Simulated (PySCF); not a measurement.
Gas-phase reaction: BCl3 + HCl = BHCl2 + 2 Cl

Energies from PySCF, thermal terms from the rigid-rotor harmonic-oscillator model, ideal gas at 1 bar. † marks an energy on the PBE0/def2-TZVP geometry and frequencies; other levels use their own. MP2 freezes the core. Open shells (unrestricted): Cl (multiplicity 2, electronic degeneracy 6); the rest are closed-shell singlets. Spin-orbit splitting is ignored; it lowers the true energy and changes the entropy of Cl. MP2 isn't extrapolated to the basis-set limit; its ΔH°(298 K) is 476.3 kJ in def2-SVP and 509.6 kJ in def2-TZVPP. The harmonic model lacks anharmonicity and excited electronic states, which grow with temperature; levels with a mode under 35 cm⁻¹ are left out.

```
level               ΔE electronic, kJ  ΔH°(298 K), kJ  ΔS°(298 K), J/K  ΔG°(2000 K), kJ
------------------  -----------------  --------------  ---------------  ---------------
MP2/def2-SVP†                     474             476              128              216
MP2/def2-TZVPP†                   507             510              128              249
PBE/def2-SVP                      510             512              128              253
r2SCAN/def2-TZVP†                 496             498              128              238
ωB97X-V/def2-TZVP†                486             489              128              228
```
ΔH° is lowest at MP2/def2-SVP† and highest at PBE/def2-SVP. No reference value is set beside these.
